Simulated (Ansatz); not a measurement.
## Zinc-blende GaN (metastable phase): LA phonon frequency at L by level of theory

No measured value is used here.

```csv
level (code),value (cm⁻¹),cell (Å³/atom)
LDA (Ansatz),341,11.05
BLYP (Ansatz),320,12.14
PBE (Ansatz),…,11.76
revPBE (Ansatz),320,11.96
PBE-D3(BJ) (Ansatz),…,11.53
r²SCAN (Ansatz),342,11.37
r²SCAN+rVV10 (Ansatz),343,11.30
HSE06 (Ansatz),344,11.37
PBE0 (Ansatz),345,11.36
```

Problem. Some entries are withheld; supply them.

Solution. 
- PBE (Ansatz, a first-principles code), value (cm⁻¹): 325
- PBE-D3(BJ) (Ansatz), value (cm⁻¹): 332

PBE-D3(BJ): the dispersion coefficients are held fixed in the derivatives. Each level is taken at its own relaxed cell. Cutoffs and k meshes differ between the levels. Ansatz's density-functional and Hartree–Fock values are scalar-relativistic unless marked +SOC, with PAW data made under PBE.
